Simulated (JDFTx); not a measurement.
Input for a modified build of JDFTx: ethanethiol, C2H6S (SMILES CCS), charge 0, multiplicity 1, CANDLE, water, 0.5 M NaF; lengths in bohr, energies in hartree. The run starts from orbitals saved by an earlier run of the same system.

```
lattice \
  22.2042819644 0.0000000000 0.0000000000 \
  0.0000000000 20.3145558397 0.0000000000 \
  0.0000000000 0.0000000000 19.3696927774
coords-type Cartesian
ion C -1.7557511018 -0.8974425392 -0.0783647584 0
ion C 0.5039219768 0.8749177777 0.0705173252 0
ion S 3.4292006407 -0.5039780958 -1.1509554730 0
ion H -3.4946348424 0.0514130176 0.5771835603 0
ion H -1.4652001820 -2.5777759243 1.1166846907 0
ion H -2.0592130799 -1.5586422729 -2.0269650770 0
ion H 0.2113498853 2.5749011504 -1.0982543520 0
ion H 0.8362114962 1.5407944728 2.0151655028 0
ion H 3.4932040447 -2.4737220309 0.4835299008 0
ion-species pseudo/c_pbe_v1.2.upf
ion-species pseudo/s_pbe_v1.4.upf
ion-species pseudo/h_pbe_v1.4.upf
core-overlap-check none
elec-cutoff 20 100
elec-ex-corr gga-PBE
symmetries none
elec-n-bands 10
electronic-minimize nIterations 150 energyDiffThreshold 1e-7
fluid LinearPCM
pcm-variant CANDLE
fluid-solvent H2O
fluid-cation Na+ 0.5
fluid-anion F- 0.5
fluid-minimize nIterations 400 knormThreshold 1e-11
wavefunction read s0.wfns
dump-name s1.$VAR
dump End State Ecomponents EigStats BandEigs Forces ElecDensity IonicPositions FluidDebug
```

The log closes as follows.

```
[...]
ElecMinimize: Iter:   7  Etot: -25.251653450304481  |grad|_K:  3.984e-07  alpha:  1.162e+00  linmin: -7.987e-06
ElecMinimize: Iter:   8  Etot: -25.251653505560583  |grad|_K:  2.315e-07  alpha:  9.769e-01  linmin: -8.769e-02
ElecMinimize: Iter:   9  Etot: -25.251653532601935  |grad|_K:  1.520e-07  alpha:  1.223e+00  linmin: -3.318e-05
ElecMinimize: Converged (|Delta Etot|<1.000000e-07 for 2 iters).

# Ionic positions in cartesian coordinates:
ion C  -1.755751101800000  -0.897442539200000  -0.078364758400000 0
ion C   0.503921976800000   0.874917777700000   0.070517325200000 0
ion S   3.429200640700000  -0.503978095800000  -1.150955473000000 0
ion H  -3.494634842400000   0.051413017600000   0.577183560300000 0
ion H  -1.465200182000000  -2.577775924300000   1.116684690700000 0
ion H  -2.059213079900000  -1.558642272900000  -2.026965077000000 0
ion H   0.211349885300000   2.574901150400001  -1.098254352000000 0
ion H   0.836211496200000   1.540794472800000   2.015165502800000 0
ion H   3.493204044700000  -2.473722030900000   0.483529900800000 0

# Forces in Cartesian coordinates:
force C   0.000214607019395  -0.001016724969688   0.000282157810344 0
force C  -0.001944913601870   0.002702370581655   0.000278804655604 0
force S  -0.000946173189936  -0.000571844754096   0.001492123511864 0
force H   0.001421682400754   0.000330741868770  -0.000460793072232 0
force H   0.000028748447755   0.000293781757416   0.000172629449030 0
force H  -0.000636471944453   0.000575385785715  -0.000210609998254 0
force H   0.000058308453670  -0.000807027668565  -0.000461271248120 0
force H   0.000158742443637  -0.001156604752889  -0.000520021969075 0
force H   0.001575880873819  -0.000349111215599  -0.000596798180927 0

# Energy components:
   A_diel =       -0.0030293070070133
   Eewald =       17.4688290734379876
       EH =       36.8315901825963508
     Eloc =      -87.8459443597376008
      Enl =        3.1486044916514264
      Exc =       -9.9635335681242552
 Exc_core =        1.8350812304989752
       KE =       13.2767487240821964
-------------------------------------
     Etot =      -25.2516535326019351


	eMin: -0.722826 at state 0 ( [ +0.000000 +0.000000 +0.000000 ] spin 0 )
	HOMO: -0.206116 at state 0 ( [ +0.000000 +0.000000 +0.000000 ] spin 0 )
```

The run took 10 electronic cycles (a count that differs between repeats, as do the digits past 10⁻⁶ Ha); the highest occupied level lies at -5.61 eV from the bulk liquid; the total lies -0.05 eV from the vacuum run at this geometry.
